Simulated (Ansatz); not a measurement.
The input, for Ansatz 0.2.0:

```yaml
crystal:
  periodic: [false, false, false]
  atoms:
    - {symbol: I, position_ang: [0.000000, -0.022913, 0.000000]}
    - {symbol: H, position_ang: [0.000000, 1.442415, -1.490088]}
    - {symbol: H, position_ang: [0.000000, 1.442476, 1.490029]}
basis:
  gaussian: {orbitals: def2-SVP}
total_charge: 1
magnetization: {spin_polarized: false}
correlation: {method: ccsdtq, electrons: outside_noble_gas}
```

```sh
$ ansatz run in.yaml --threads 1 --pin off --events-out ev --progress --plain --max-ram 2393MiB
```

Output:

```
742 factors; integrals over basis functions are off by at most 1.1e-7 eV
mean field evaluation 1: about -8090.6242 eV, gradient 1.6e1 eV
mean field evaluation 2: about -8090.6264 eV, gradient 1.6e1 eV
mean field evaluation 4: about -8091.9431 eV, gradient 1.4e0 eV
mean field evaluation 8: about -8091.9553 eV, gradient 4.0e-3 eV
mean field evaluation 16: about -8091.9534 eV, gradient 2.8e-1 eV
mean field -8091.95534030 eV, -297.3738738317 hartree, gradient 9.8e-7 eV, S^2 0.000000; 0 other end points of the search recorded, 0 dependent functions left out; unrestricted orbitals would lower it
9 core orbitals not correlated: weight in the atoms' cores, before any rotation towards them, 1.000 or more for the frozen orbitals, at most 0.000 for the correlated occupied ones
reference -8091.95534030 eV, -297.3738738317 hartree; 4, 4 occupied and 23, 23 virtual orbitals, 742 factors
second order -3.37296974 eV of doubles, -0.00000000 eV of singles
cycle   1  -3.80574781 eV  change   -4.3e-1 eV  update   7.9e-2
cycle   2  -4.21477316 eV  change   -4.1e-1 eV  update   4.3e-2
cycle   3  -4.26320133 eV  change   -4.8e-2 eV  update   1.6e-2
cycle   4  -4.25821049 eV  change    5.0e-3 eV  update   5.1e-3
cycle   5  -4.26464643 eV  change   -6.4e-3 eV  update   2.4e-3
cycle   6  -4.26414046 eV  change    5.1e-4 eV  update   1.2e-3
cycle   7  -4.26364925 eV  change    4.9e-4 eV  update   3.4e-4
cycle   8  -4.26400372 eV  change   -3.5e-4 eV  update   1.4e-4
cycle   9  -4.26402205 eV  change   -1.8e-5 eV  update   7.3e-5
cycle  10  -4.26397392 eV  change    4.8e-5 eV  update   3.0e-5
cycle  11  -4.26398481 eV  change   -1.1e-5 eV  update   1.0e-5
cycle  12  -4.26398913 eV  change   -4.3e-6 eV  update   4.4e-6
cycle  13  -4.26399265 eV  change   -3.5e-6 eV  update   2.3e-6
cycle  14  -4.26399361 eV  change   -9.6e-7 eV  update   1.0e-6
cycle  15  -4.26399285 eV  change    7.6e-7 eV  update   3.9e-7
cycle  16  -4.26399264 eV  change    2.0e-7 eV  update   1.7e-7
Total energy: -8096.21933294 eV, -297.5305726711 hartree
```

Ran on 1 thread of Arm Neoverse N1, shared host: 43 s wall, 0.29 GiB peak host memory.
